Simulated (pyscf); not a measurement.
Single points on ωB97X-D3(BJ)/def2-SVP structures (PySCF, gas phase).

Task: PBE/def2-TZVP puts the barrier of HO–SiH(OH)–OH + H atom (H•) → HO–Si•(OH)–OH + hydrogen (H₂) (hydrogen abstraction; doublet surface; H–Si broken, H–H formed) at 0.4 kcal/mol and the reaction energy at -10.3 kcal/mol, from the separated reactants. What do B3LYP-D3(BJ)/def2-TZVP, PBE0-D3(BJ)/def2-TZVP, ωB97M-D3(BJ)/def2-TZVP give on the same structures?

Result: B3LYP-D3(BJ): ΔE‡ = 1.5 kcal/mol, ΔE = -9.9 kcal/mol; PBE0-D3(BJ): ΔE‡ = 3.3 kcal/mol, ΔE = -7.1 kcal/mol; ωB97M-D3(BJ): ΔE‡ = 6.8 kcal/mol, ΔE = -5.0 kcal/mol. PBE's barrier lies under all of them, by 1.2 to 6.5 kcal/mol. Its reaction energy lies under all of them, by 0.4 to 5.3 kcal/mol. This is the saddle that the search found; another between the same sides may lie lower. The angle at the transferred H is 178°.
